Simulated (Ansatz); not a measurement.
A made-up structure of H3SO2 (charge +1), closed shell:

O1  (-0.858, -0.726, 0.248)
S2  (-0.897, 0.547, -0.504)
O3  (0.465, 0.645, 0.025)
H4  (-0.456, -1.387, -0.368)
H5  (0.472, 0.741, 1.024)
H6  (1.275, 0.180, -0.426)
(Å)

It is relaxed with PBE-D4/def2-SVP and then PBE0-D4/def2-TZVP (Ansatz 0.2.0). Atoms count as bonded within 1.22 times the sum of their covalent radii (H–H: 0.88 Å). The end point is not checked to be a true minimum.

Task: Does its bonding change? (Judge from chemistry; the calculation decides.)

Result: The calculation gives: No: no bond forms or breaks.

Where it ends: The first stage lowers the energy by 4.02 eV in 10 steps. It ends as H₃SO₂ ([OH][S][OH2]), total charge +1:
```
atom    x (Å)    y (Å)    z (Å)
  O1  -1.1543  -1.0367   0.1332
  S2  -0.9468   0.3869  -0.5002
  O3   0.6963   0.8677   0.0947
  H4  -0.8873  -1.7575  -0.4643
  H5   0.7964   1.0533   1.0456
  H6   1.4956   0.4863  -0.3090
```

Labels in which every atom is bracketed show which atoms are joined, not bond orders.

For scale, one of the runs: PBE0-D4/def2-TZVP relaxation, 117 basis functions, launched by `ansatz run in.yaml --threads 2 --pin off --events-out ev --progress --plain --max-ram 4352MiB`. The run took about 16 s on 2 CPU threads of an Arm Neoverse V2 (shared host).
